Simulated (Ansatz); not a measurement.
# C2H6Si: ionisation energy by level of theory

The task here is to estimate one member of a computed series from the others.

Program: Ansatz 0.2.0, Gaussian basis. Level of theory: unrestricted cation, the program's frozen cores in correlated methods. These are calculated values, not measurements.

The runs, in order: UKS PBE-D4/def2-TZVPP; UKS r2SCAN-D4/def2-TZVPP; UKS PBE0-D4/def2-TZVPP; UKS B3LYP-D4/def2-TZVPP; UKS wB97X-V/def2-TZVPP; UKS wB97M-V/def2-TZVPP; UKS B2PLYP/def2-TZVPP; UHF-CCSD(T)/def2-TZVPP; UHF-MP2/def2-QZVPP; extrapolation to the limit; then −ε(HOMO) from the neutral's earlier runs with LDA (SPW92), PBE-D4, revPBE-D4, BLYP-D4, r2SCAN-D4, B97M-V, PBE0-D4, B3LYP-D4, r2SCANh-D4, r2SCAN0-D4, HSE06-D4, BHLYP-D4, CAM-B3LYP-D4, LC-ωPBE, ωB97X-V, ωB97M-V.

## The relaxed structure

The geometry comes from an earlier relaxation with PBE0-D4 in a triple-zeta def2 set; it is a stationary point, not always the lowest conformer.

SMILES `C=C[SiH3]`, 9 atoms, charge 0, spin multiplicity 1.

Atoms are counted from 1 here; the program's logs count them from 0.

Bond lengths: C1–C2 1.330 Å, C1–H4 1.087 Å, C1–H5 1.087 Å, C2–Si3 1.859 Å, C2–H6 1.089 Å, Si3–H7 1.488 Å, Si3–H8 1.487 Å, Si3–H9 1.488 Å. Angles: C2–C1–H4 121.7°, C2–C1–H5 122.2°, H4–C1–H5 116.1°, C1–C2–Si3 123.1°, C1–C2–H6 118.1°, Si3–C2–H6 118.8°, C2–Si3–H7 110.8°, C2–Si3–H8 109.0°, C2–Si3–H9 110.8°, H7–Si3–H8 109.3°, H7–Si3–H9 107.5°, H8–Si3–H9 109.3°.

The first run:

Input file in.yaml:

```yaml
crystal:
  periodic: [false, false, false]
  atoms:
    - {symbol: C, position_ang: [-0.713715, 0.870154, -1.048313]}
    - {symbol: C, position_ang: [-0.071316, 0.712467, 0.105649]}
    - {symbol: Si, position_ang: [0.560602, -0.932020, 0.700142]}
    - {symbol: H, position_ang: [-0.905674, 0.033026, -1.713915]}
    - {symbol: H, position_ang: [-1.076742, 1.838593, -1.381470]}
    - {symbol: H, position_ang: [0.089351, 1.592007, 0.727588]}
    - {symbol: H, position_ang: [2.035800, -0.893918, 0.893823]}
    - {symbol: H, position_ang: [0.223362, -1.972387, -0.307337]}
    - {symbol: H, position_ang: [-0.053167, -1.294320, 2.006733]}
basis:
  gaussian: {orbitals: def2-TZVPP}
total_charge: 1
magnetization: {spin_polarized: true, initial_magnetization: 1}
hamiltonian: {xc: pbe, dispersion: d4}
```

Steps of the session up to this table: Cation, UKS PBE-D4/def2-TZVPP; Cation, UKS r2SCAN-D4/def2-TZVPP; Cation, UKS PBE0-D4/def2-TZVPP; Cation, UKS B3LYP-D4/def2-TZVPP; Cation, UKS wB97X-V/def2-TZVPP; Cation, UKS wB97M-V/def2-TZVPP; Cation, UKS B2PLYP (frozen core)/def2-TZVPP; Cation, UHF-CCSD(T)/def2-TZVPP; Cation, UHF-MP2/def2-QZVPP.

One of the session's tables, all rows but one given; the rest of the session is left out.

Orbital estimates, from the neutral's runs:

| functional | −ε(HOMO) (eV) |
| --- | --- |
| LDA (SPW92) | 7.05 |
| PBE-D4 | 6.90 |
| revPBE-D4 | 6.84 |
| BLYP-D4 | 6.73 |
| r2SCAN-D4 | 7.11 |
| B97M-V | 7.15 |
| PBE0-D4 | 8.01 |
| B3LYP-D4 | 7.78 |
| r2SCANh-D4 | 7.53 |
| r2SCAN0-D4 | 8.16 |
| HSE06-D4 | 7.61 |
| BHLYP-D4 | ? |
| CAM-B3LYP-D4 | 9.33 |
| LC-ωPBE | 10.76 |
| ωB97X-V | 10.35 |
| ωB97M-V | 10.25 |

Q: Estimate the row for BHLYP-D4 from the others.

Worked estimate for «−ε(HOMO) (eV)». Against the share of exact exchange, BLYP-D4 (0, 6.73), B3LYP-D4 (0.2, 7.78) give a slope of 5.25 per unit share; at 0.5 the line stands at 9.35.

The run gave: −ε(HOMO) (eV): 8.95. In «−ε(HOMO) (eV)» the line misses by +0.40.
